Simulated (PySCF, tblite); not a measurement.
# C₅H₈S− (doublet): geometry, infrared bands and EPR parameters

What infrared bands and EPR parameters should C₅H₈S− (doublet) (`C=C(C)C[CH][S-]`) show?

The runs use tblite 0.8.0 and PySCF 2.14.0, with density-fitted response routines of our own; the level of theory stands in each step. All values are computed, except where a source is named. Atoms are numbered from 0 throughout.

### Step 1. The starting structure

14 atoms, charge -1, multiplicity 2; geometry from: force field or distance geometry start.

Bonds of the start (Å): C0–C1 1.33, C1–C2 1.51, C1–C3 1.52, C3–C4 1.49, C4–S5 1.71, C0–H6 1.09, C0–H7 1.09, C2–H8 1.10, C2–H9 1.09, C2–H10 1.09, C3–H11 1.11, C3–H12 1.09, C4–H13 1.09.

### Step 2. Optimising the geometry with GFN2-xTB

The job: settings as JSON, then the geometry in Å.

```
{"job": {"kind": "relax", "xc": "GFN2-xTB", "basis": "xTB"}, "charge": -1, "multiplicity": 2}
C     -1.597900     0.939900    -0.130900
C     -0.576800     0.136600     0.141600
C     -0.737700    -1.355200     0.323100
C      0.837500     0.665100     0.335500
C      1.756900     0.225800    -0.754400
S      3.257500    -0.528700    -0.454500
H     -2.609300     0.557900    -0.266000
H     -1.454800     2.016200    -0.243700
H     -1.793300    -1.652300     0.244500
H     -0.197400    -1.900200    -0.444800
H     -0.388800    -1.670200     1.302000
H      1.194000     0.336000     1.332600
H      0.825900     1.756600     0.376900
H      1.483600     0.472000    -1.784100
```

Command:

```bash
$ OMP_NUM_THREADS=1 python probes_run.py task.json out
```

This one command runs all jobs of the session in turn.

**Question.** This job is followed by: GFN2-xTB harmonic vibrations, gas phase; UKS B3LYP, pcH-1 on C H S, non-relativistic, mean-field spin-orbit, GIAO. Predict these results of the whole session: strongest single infrared mode (GFN2-xTB); zero-point energy (GFN2-xTB); g(iso) (B3LYP); ⟨S²⟩; largest a(iso) (averaged by class).

**Answer**, as computed:

```
                                 quantity                  value
strongest single infrared mode (GFN2-xTB)  1653 cm⁻¹, 316 km/mol
             zero-point energy (GFN2-xTB)          69.4 kcal/mol
                           g(iso) (B3LYP)                2.00784
                                     ⟨S²⟩     0.755 (exact 0.75)
       largest a(iso) (averaged by class)    13C on C4, 90.9 MHz
```

What this shows: Relaxing lowered the energy by 0.209 eV in 80 steps; the close pair that moved most is C1–C3, from 1.522 to 1.499 Å. All 36 modes are real, so the xTB geometry is a minimum. The strongest single mode, at 1653 cm⁻¹, moves mainly C1 and C0. GFN2-xTB is a fitted tight-binding method: band positions and strengths are rough. Its intensities can rank the bands wrongly. C4 carries the largest spin population, 0.61 e. The isotropic g lies 5.5 ppt above the free-electron value.
